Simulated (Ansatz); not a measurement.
Lattice constant a (Å) of solids drawn from the class of halides, at two levels: PBE in Ansatz (PAW), and LDA (Ansatz, a first-principles code, PAW).

| solid | PBE | LDA |
|---|---|---|
| cubic perovskite KMgF₃ | 4.054 | 3.908 |
| fluorite SrCl₂ | 7.041 | 6.800 |
| fluorite CdF₂ | 5.481 | 5.297 |
| cubic perovskite KZnF₃ | 4.128 | ? |
| CsCl-type TlBr | 4.053 | 3.839 |
| Cs₂AgBiBr₆ (Fm-3m, No. 225) | 11.481 | ? |
| rock-salt AgCl | 5.612 | 5.354 |
| CsCl-type TlCl | 3.900 | 3.694 |
| rock-salt AgBr | 5.841 | 5.584 |

### Question
Estimate the withheld LDA values from the other rows.

### Answer
One way: carry over the typical ratio. The ratios LDA / PBE of the other rows, in order: 0.9472, 0.9472, 0.9540, 0.9560, 0.9640, 0.9658, 0.9664; median 0.9560. Cubic perovskite KZnF₃: 4.128 × 0.9560 = 3.946 Å; the run gives 3.973 Å. Cs₂AgBiBr₆ (Fm-3m, No. 225): 11.481 × 0.9560 = 10.976 Å; the run gives 10.996 Å. The ratios spread from 0.9472 to 0.9664, so such an estimate is rough.

Over all 9 rows LDA is the larger in 0.

Database compounds that came out metallic weren't drawn.

Ansatz's runs of these crystals have no spin polarisation.

Spin–orbit coupling is left out, also for the solids with elements from indium on (CsCl-type TlBr, Cs2AgBiBr6, CsCl-type TlCl); its size isn't shown.

Ansatz's density-functional and Hartree–Fock values are scalar-relativistic unless marked +SOC, with PAW data made under PBE.
